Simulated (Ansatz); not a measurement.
Results of PBE (Ansatz, an electronic-structure program, plane waves, PAW) for fluorite CeO2.

Settings: plane-wave cutoff 520 eV, 8×8×8 k mesh, no spin polarisation, scalar-relativistic PAW data made under PBE.

The cell has the measured lattice: a = b = c = 5.4097 Å, α = β = γ = 90.00°.

Question: What does this level give for the elastic constant C12, Voigt–Reuss–Hill shear modulus (Hill average), elastic constant C11, Poisson ratio, Voigt–Reuss–Hill bulk modulus and elastic constant C44?

Answer: 
elastic constant C12: 117 GPa
Voigt–Reuss–Hill shear modulus (Hill average): 78.4 GPa
elastic constant C11: 362 GPa
Poisson ratio: 0.325
Voigt–Reuss–Hill bulk modulus: 198 GPa
elastic constant C44: 57.7 GPa

Measured, for comparison: elastic constant C12 105 GPa, elastic constant C11 403 GPa, elastic constant C44 60 GPa (temperature not stated, not corrected to a static lattice; as tabulated in Atomistic and experimental study on thermal conductivity of bulk and porous …). Computed (rounded) less measured: elastic constant C12 +11 %, elastic constant C11 -10 %, elastic constant C44 -4 %.

Note: the cell isn't this level's own, so it is under some stress, which shifts stiffness and frequencies.

Elastic constants are with the ions relaxed.

Spin–orbit coupling is not included.

Computed values are for the static lattice.
